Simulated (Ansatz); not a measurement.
Results of r²SCAN (PAW; Ansatz, a first-principles code) for rock-salt HfC.

Run with plane-wave cutoff 560 eV, 20×20×20 k mesh, Fermi–Dirac smearing 0.05 eV, scalar-relativistic PAW data made under PBE.

Cell (relaxed at this level):

```xyz
2
Lattice="0.0000 2.3203 2.3203 2.3203 0.0000 2.3203 2.3203 2.3203 0.0000" Properties=species:S:1:pos:R:3 pbc="T T T"
Hf     0.0000     0.0000     0.0000
C      2.3203     2.3203     2.3203
```

**Question.** Predict the bulk modulus and pressure derivative B′ of the bulk modulus.

**Answer.** 
- bulk modulus = 245 GPa
- pressure derivative B′ of the bulk modulus = 3.9

The run finds no gap.

Measured, for comparison: bulk modulus 242 GPa (room temperature, no zero-point or thermal correction, our sources range from 242 to 286; as tabulated in Synthesis of Binary Transition Metal Nitrides, Carbides and Borides from the …). Computed (rounded) less measured: bulk modulus not scored (sources differ).

Spin–orbit coupling is not included.

Static lattice: no zero-point or thermal effects.

The result took around 2.6 core-minutes (rough).
